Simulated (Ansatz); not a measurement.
fcc Pd, treated with r²SCAN in Ansatz (PAW).

Run with plane-wave cutoff 500 eV, 8×20×1 k mesh (along the axes of the cell as run), Fermi–Dirac smearing 0.1 eV, scalar-relativistic PAW data made under PBE.

**Question.** Give the computed surface energy of the (211) face and work function of the (211) face.

**Answer.** 
- surface energy of the (211) face: 1.76 J/m²
- work function of the (211) face: 4.98 eV

The slab of 24 atoms is relaxed and unreconstructed.

The computed numbers hold no vibrational or temperature effects.

It cost very roughly 2.4 core-hours of CPU time.

Ansatz is a program for electronic structure.
